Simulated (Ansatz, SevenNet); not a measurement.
**Ladder of methods for the bulk modulus of CaB6-type LaB₆**

Reference value: 164 ± 2 GPa (measured, room temperature, not corrected to a static lattice, isothermal; as tabulated in LaB6 under pressure, Phys. Rev. B 80, 172104 (doi 10.1103/PhysRevB.80.172104)).

```tsv
level (code)	value (GPa)	cell (Å³/atom)	difference (%)
SevenNet-l3i5	176	10.25	+7.3
LDA (Ansatz)	189	9.83	+15.2
PBE (Ansatz)	174	10.25	+6.1
PBE+SOC (Ansatz)	174	10.25	+6.1
PBEsol (Ansatz)	180	10.06	+9.8
PBEsol+SOC (Ansatz)	180	10.06	+9.8
r²SCAN (Ansatz)	180	10.23	+9.8
r²SCAN+SOC (Ansatz)	180	10.23	+9.8
```

The reference is not for a static lattice or low temperature, so close values are not ranked against it.

The measured value isn't corrected to a static lattice, so vibrations enter the comparison. A static lattice is as a rule stiffer than a warm one, by over a tenth in soft solids.  Each level is taken at its own relaxed cell. Cutoffs differ between the levels. Ansatz's density-functional and Hartree–Fock values are scalar-relativistic unless marked +SOC, with PAW data made under PBE.

Machine-learned potentials (SevenNet-l3i5) are trained on DFT data: a solid inside that data is no test of them.

Differences are worked out from the printed values.

Ansatz is an electronic-structure program.
